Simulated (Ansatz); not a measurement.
## Relaxing Li2H

All numbers below come from DFT PBE, scalar-relativistic, plane waves, PAW in Ansatz 0.2.0. Cutoff 420 eV, Γ-centred k mesh, Gaussian smearing, no spin polarisation in the final step.

The start puts Li2H on the AlB2 structure type (P6/mmm, No. 191), with H in place of Al, Li in place of B, at a guessed volume.

```
Li H
1.0
     3.12063    0.00000    0.00000
    -1.56032    2.70255    0.00000
     0.00000    0.00000    3.36945
Li H
2 1
Direct
  0.33333 0.66667 0.50000
  0.66667 0.33333 0.50000
  0.00000 0.00000 0.00000
```

Cell and atoms relax at zero pressure; the relaxation can't lower the symmetry of the start. After a coarse first stage the cell is made exact in the group found at 0.06 Å.

Formation energies are uncorrected and refer to the elements' standard structures at the same level (H₂ as a molecule).

**Question.** What does it relax into?

**Answer.** It keeps P6/mmm (No. 191), but not the shape of the type it started on. Conventional cell: a = 4.127 Å, c = 2.658 Å. Around Li lie 3 Li at 2.38 Å, 2 Li at 2.66 Å and 6 H at 2.73 Å; around H lie 2 H at 2.66 Å and 12 Li at 2.73 Å.

```cif
data_structure
_symmetry_space_group_name_H-M 'P6/mmm'
_symmetry_Int_Tables_number 191
_cell_length_a 4.1267
_cell_length_b 4.1267
_cell_length_c 2.6584
_cell_angle_alpha 90.000
_cell_angle_beta 90.000
_cell_angle_gamma 120.000
_cell_volume 39.21
loop_
_atom_site_label
_atom_site_type_symbol
_atom_site_symmetry_multiplicity
_atom_site_Wyckoff_symbol
_atom_site_fract_x
_atom_site_fract_y
_atom_site_fract_z
_atom_site_occupancy
Li1 Li 2 d 0.33333 0.66667 0.50000 1
H1 H 1 a 0.00000 0.00000 0.00000 1
```

**Question.** What are its volume, energy, density and gap?

**Answer.** The volume per atom is 13.1 Å³ and the density is 0.6 g/cm³. The energy over the elements is 0.44 eV/atom and the gap on the 12×12×18 mesh is 0 eV (a metal).

The final run used a 12×12×18 mesh on its 3-atom cell and 0.10 eV smearing. The k mesh leaves about 4 meV/atom of noise in metals. Weakly bound directions are ill-defined at this level, which has no dispersion term. A structure relaxed within its symmetry needn't be a true minimum.

Cost: 3 runs of about 0.33 core-minutes in all, on AMD EPYC 7B13 (Zen 3) (shared hosts).